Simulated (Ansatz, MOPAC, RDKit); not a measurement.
Species: C$_{2}$F$_{3}$N (charge 0, singlet). SMILES: FC(F)(F)C#N

Atoms: C1, C2, F3, F4, F5, N6. Bonds: C1-C2, C1-F3, C1-F4, C1-F5, C2-N6.

Bond lengths (Å) and angles (degrees) optimised at UFF with RDKit; MMFF94 with RDKit; PM3 with MOPAC; PM6 with MOPAC; HF/STO-3G with Ansatz (a first-principles code); B3LYP/6-31G* with Ansatz, each started from the B3LYP-D3(BJ)/def2-TZVP structure (Ansatz) of the last column. A row stands for all coordinates that are equal there. 6-31G* holds six Cartesian d functions. No wavenumbers were computed at UFF, MMFF94, HF/STO-3G, so these may be saddle points.

| coordinate | UFF | MMFF94 | PM3 | PM6 | HF/STO-3G | B3LYP/6-31G* | B3LYP-D3(BJ)/def2-TZVP |
|---|---|---|---|---|---|---|---|
| C1-C2 | 1.463 | 1.466 | 1.487 | 1.470 | 1.534 | 1.484 | 1.481 |
| C1-F3 | 1.382 | 1.356 | 1.350 | 1.339 | 1.371 | 1.338 | 1.335 |
| C2-N6 | 1.157 | 1.165 | 1.155 | 1.151 | 1.156 | 1.158 | 1.147 |
| C2-C1-F3 | 109.5 | 111.4 | 113.4 | 113.4 | 110.2 | 110.1 | 110.3 |
| F3-C1-F4 | 109.5 | 107.5 | 105.3 | 105.2 | 108.7 | 108.9 | 108.7 |
| C1-C2-N6 | 180.0 | 180.0 | 180.0 | 180.0 | 180.0 | 180.0 | 180.0 |

Mean signed difference of all 5 bond lengths from B3LYP-D3(BJ)/def2-TZVP: UFF 0.026 Å, MMFF94 0.013 Å, PM3 0.012 Å, PM6 0.001 Å, HF/STO-3G 0.034 Å, B3LYP/6-31G* 0.004 Å.
